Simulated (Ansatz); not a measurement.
# HF/aug-cc-pVTZ run of H2O (water)

What is the vertical electron affinity of H2O (water) at HF/aug-cc-pVTZ? 

Program for the calculation: Ansatz 0.2.0.

24 further runs of the same task are left out: 24 set aside as unsound or not needed.

## 1. The molecule

H2O has 3 atoms, charge 0, and is taken as a singlet. SMILES: `O`. Geometry: relaxed at PBE0-D4/def2-TZVP.

Bond lengths: O1–H2 0.960 Å, O1–H3 0.960 Å. Angles: H2–O1–H3 105.1°.

## 2. The energy at HF/aug-cc-pVTZ

in.yaml reads:

```yaml
basis:
  gaussian:
    orbitals: aug-cc-pVTZ
crystal:
  periodic: [false, false, false]
  atoms:
    - symbol: O
      position_ang: [-0.302700, 0.200200, -0.140600]
    - symbol: H
      position_ang: [0.466500, 0.548400, 0.315300]
    - symbol: H
      position_ang: [-0.163800, -0.748600, -0.174700]
hamiltonian:
  xc: hf
accuracy: high
output:
  orbitals: {seedname: orbitals}
```

Command:

```
$ ansatz run in.yaml --threads 1 --pin off --max-ram 3480MiB --events-out events.jsonl --progress --plain --runs-dir runs
```

Output:

```text
Warning: RAYON_NUM_THREADS=1 ignored (pool sized by the plan → 1); use --threads N
Functional definition: HF
  name "HF"
  exchange = exact_x
  correlation = 0
1351 factors; integrals over basis functions are off by at most 2.9e-9 eV
mean field evaluation 1: about -2067.8355 eV, gradient 3.4e1 eV
mean field evaluation 2: about -2067.8354 eV, gradient 3.4e1 eV
mean field evaluation 4: about -2069.7033 eV, gradient 1.4e0 eV
mean field evaluation 8: about -2069.7110 eV, gradient 4.3e-5 eV
mean field -2069.71097672 eV, -76.0604754940 hartree, gradient 1.6e-8 eV, S^2 0.000000; 0 other end points of the search recorded, 0 dependent functions left out
reference -2069.71097672 eV, -76.0604754940 hartree; 5, 5 occupied and 87, 87 virtual orbitals, 1351 factors
Total energy: -2069.71097672 eV, -76.0604754940 hartree
```

Wall time 0.84 s (1 thread of Arm Neoverse V2, shared host); peak memory 0.14 GiB.

## 3. The doublet anion, same level

input.yaml reads:

```yaml
crystal:
  periodic: [false, false, false]
  atoms:
    - {symbol: O, position_ang: [-0.302700, 0.200200, -0.140600]}
    - {symbol: H, position_ang: [0.466500, 0.548400, 0.315300]}
    - {symbol: H, position_ang: [-0.163800, -0.748600, -0.174700]}
basis:
  gaussian: {orbitals: aug-cc-pVTZ}
total_charge: -1
magnetization: {spin_polarized: true, initial_magnetization: 1}
accuracy: high
hamiltonian: {xc: hf}
output: {orbitals: {seedname: orbitals}}
```

Command:

```
$ ansatz run input.yaml --threads 1 --pin off --max-ram 3480MiB --events-out events.jsonl --progress --plain --runs-dir runs
```

Output:

```text
Warning: RAYON_NUM_THREADS=1 ignored (pool sized by the plan → 1); use --threads N
Functional definition: HF
  name "HF"
  exchange = exact_x
  correlation = 0
1351 factors; integrals over basis functions are off by at most 2.9e-9 eV
mean field evaluation 1: about -2066.3593 eV, gradient 2.3e1 eV
mean field evaluation 2: about -2066.3651 eV, gradient 2.3e1 eV
mean field evaluation 4: about -2068.8706 eV, gradient 1.8e0 eV
mean field evaluation 8: about -2068.9204 eV, gradient 1.7e-1 eV
mean field evaluation 16: about -2068.9210 eV, gradient 6.9e-7 eV
mean field evaluation 32: about -2068.2674 eV, gradient 1.8e0 eV
mean field evaluation 64: about -2068.5289 eV, gradient 5.2e-1 eV
mean field -2068.92098131 eV, -76.0314436981 hartree, gradient 5.1e-8 eV, S^2 0.750286; 2 other end points of the search recorded, 0 dependent functions left out
reference -2068.92098131 eV, -76.0314436981 hartree; 6, 5 occupied and 86, 87 virtual orbitals, 1351 factors
Total energy: -2068.92098131 eV, -76.0314436981 hartree
```

Wall time 1.8 s (1 thread of Arm Neoverse V2, shared host); peak memory 0.17 GiB.

## 4. Summary of results

At HF/aug-cc-pVTZ:

| quantity | value |
| --- | --- |
| singlet H2O: total energy | -76.06048 Eh |
| singlet H2O: HOMO energy | -13.88 eV |
| singlet H2O: LUMO energy | 0.80 eV |
| singlet H2O: HOMO–LUMO gap | 14.68 eV |
| doublet anion: total energy | -76.03144 Eh |
| doublet anion: HOMO energy (highest over α and β) | 0.78 eV |
| doublet anion: LUMO energy (lowest over α and β) | 3.87 eV |
| doublet anion: ⟨S²⟩ | 0.750 |
| vertical electron affinity (to the doublet anion) | -0.790 eV |

The anion lies 0.79 eV (76.2 kJ/mol) above the neutral: the electron isn't bound at this level, and such a value depends on the basis. Hartree–Fock misses the correlation that binds many anions. The HOMO (doublet anion) lies at positive energy, 0.78 eV: the electron is unbound at this level or held by a compact basis; values depend on the basis.
